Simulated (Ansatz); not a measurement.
Frontier orbitals of `[SH][AlH][SH]`.

Total charge 0; spin multiplicity 1. All single points use the PBE0-D4/def2-TZVP geometry. It is one conformer, not always the lowest. Basis def2-TZVPP, Ansatz.

A caution on the coupled-cluster cation, which keeps the state that its UHF reference found: large T1 diagnostic of the cation.

Compute the vertical ionisation energy as the energy of the cation minus that of the neutral molecule, at each level. (An estimate is asked.)

The calculation gave: 
```json
{"level": "PBE-D4/def2-TZVPP", "IE (eV)": "9.34", "difference from CCSD(T)/CBS(def2)": "-0.85"}
{"level": "r2SCAN-D4/def2-TZVPP", "IE (eV)": "9.49", "difference from CCSD(T)/CBS(def2)": "-0.69"}
{"level": "PBE0-D4/def2-TZVPP", "IE (eV)": "9.63", "difference from CCSD(T)/CBS(def2)": "-0.55"}
{"level": "B3LYP-D4/def2-TZVPP", "IE (eV)": "9.58", "difference from CCSD(T)/CBS(def2)": "-0.60"}
{"level": "ωB97X-V/def2-TZVPP", "IE (eV)": "10.01", "difference from CCSD(T)/CBS(def2)": "-0.17"}
{"level": "ωB97M-V/def2-TZVPP", "IE (eV)": "9.95", "difference from CCSD(T)/CBS(def2)": "-0.23"}
{"level": "B2PLYP/def2-TZVPP", "IE (eV)": "9.71", "difference from CCSD(T)/CBS(def2)": "-0.48"}
{"level": "HF/def2-TZVPP", "IE (eV)": "9.06", "difference from CCSD(T)/CBS(def2)": "-1.12"}
{"level": "MP2/def2-TZVPP", "IE (eV)": "10.19", "difference from CCSD(T)/CBS(def2)": "0.01"}
{"level": "CCSD/def2-TZVPP", "IE (eV)": "9.98", "difference from CCSD(T)/CBS(def2)": "-0.20"}
{"level": "CCSD(T)/def2-TZVPP", "IE (eV)": "9.98", "difference from CCSD(T)/CBS(def2)": "-0.20"}
{"level": "HF/def2-QZVPP", "IE (eV)": "9.05", "difference from CCSD(T)/CBS(def2)": "-1.13"}
{"level": "MP2/def2-QZVPP", "IE (eV)": "10.29", "difference from CCSD(T)/CBS(def2)": "0.11"}
{"level": "CCSD/def2-QZVPP", "IE (eV)": "10.07", "difference from CCSD(T)/CBS(def2)": "-0.11"}
{"level": "CCSD(T)/def2-QZVPP", "IE (eV)": "10.09", "difference from CCSD(T)/CBS(def2)": "-0.09"}
{"level": "HF/CBS(def2)", "IE (eV)": "9.05", "difference from CCSD(T)/CBS(def2)": "-1.13"}
{"level": "MP2/CBS(def2)", "IE (eV)": "10.37", "difference from CCSD(T)/CBS(def2)": "0.19"}
{"level": "CCSD/CBS(def2)", "IE (eV)": "10.15", "difference from CCSD(T)/CBS(def2)": "-0.03"}
{"level": "CCSD(T)/CBS(def2)", "IE (eV)": "10.18", "difference from CCSD(T)/CBS(def2)": "0.00"}
```

B3LYP here is the variant with VWN-RPA as its local correlation; programs differ in this.
